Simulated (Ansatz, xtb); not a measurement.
**Two isomers of H3NOS2**

Structure I: `N[S@](O)=S`, a singlet. Structure II: `NSSO`, a singlet. Both are isolated molecules in the gas phase, relaxed with PBE0-D3(BJ)/pcseg-1; the shapes shown needn't be the lowest conformers.

I (Å):

```xyz
7

N     2.5959    1.2415   -1.7827
O     3.8622    0.2784   -3.8143
S     3.7006    0.0183   -2.1781
S     2.7178   -1.6665   -1.9663
H     2.9876    1.8731   -1.0871
H     1.7003    0.8508   -1.4905
H     3.0783   -0.1146   -4.2459
```

II (Å):

```xyz
7

N     1.0222    0.3260   -1.5340
O     4.4307   -0.1467   -0.2661
S     2.2998   -0.5368   -2.3022
S     3.3495   -1.3468   -0.7746
H     0.1197   -0.0941   -1.7429
H     1.0308    1.3005   -1.8250
H     3.9437    0.3866    0.3816
```

**Question.** Which of the two would you expect CCSD(T)/def2-TZVP electronic energies to favour?

**Answer.** Structure II; the calculation gives E(II) − E(I) = −11.5 kJ/mol.

Level by level:

```json
{"level": "GFN2-xTB", "geometry": "GFN2-xTB", "E(II) − E(I) (kJ/mol)": "−1.4", "departure from the last row (kJ/mol)": "+10.1", "job, with rough time for the two": "optimisation, 0.17 s"}
{"level": "HF/STO-3G", "geometry": "GFN2-xTB", "E(II) − E(I) (kJ/mol)": "−282.8", "departure from the last row (kJ/mol)": "−271.3", "job, with rough time for the two": "single point, 0.33 s"}
{"level": "r2SCAN-D4/def2-SVP", "geometry": "GFN2-xTB", "E(II) − E(I) (kJ/mol)": "−27.3", "departure from the last row (kJ/mol)": "−15.7", "job, with rough time for the two": "single point, 2.3 s"}
{"level": "PBE0-D3(BJ)/pcseg-1", "geometry": "PBE0-D3(BJ)/pcseg-1", "E(II) − E(I) (kJ/mol)": "−29.9", "departure from the last row (kJ/mol)": "−18.4", "job, with rough time for the two": "optimisation, 46 s"}
{"level": "HF/def2-TZVP", "geometry": "PBE0-D3(BJ)/pcseg-1", "E(II) − E(I) (kJ/mol)": "−20.1", "departure from the last row (kJ/mol)": "−8.6", "job, with rough time for the two": "part of the CCSD(T) run"}
{"level": "MP2/def2-TZVP", "geometry": "PBE0-D3(BJ)/pcseg-1", "E(II) − E(I) (kJ/mol)": "−0.7", "departure from the last row (kJ/mol)": "+10.8", "job, with rough time for the two": "part of the CCSD(T) run"}
{"level": "CCSD(T)/def2-TZVP", "geometry": "PBE0-D3(BJ)/pcseg-1", "E(II) − E(I) (kJ/mol)": "−11.5", "departure from the last row (kJ/mol)": "", "job, with rough time for the two": "single point, 53 s"}
```

As drawn, II has 1 S–S in place of 1 S=S.

GFN2-xTB, MP2/def2-TZVP find them nearly level. The largest departure from CCSD(T)/def2-TZVP is that of HF/STO-3G, 271.3 kJ/mol.

With harmonic frequencies from PBE0-D3(BJ)/pcseg-1 (ideal gas, rigid rotor, one conformer each, 298.15 K, 1 atm): on the last row, ΔE + ΔZPE = −10.7, ΔH = −10.6, ΔG = −11.0 kJ/mol.

The correlated steps freeze 12 core orbitals. Codes used: Ansatz 0.2.0, xtb 6.7.1; the last row on 2 threads of Intel(R) Xeon(R) 6975P-C (Granite Rapids) on a shared host.
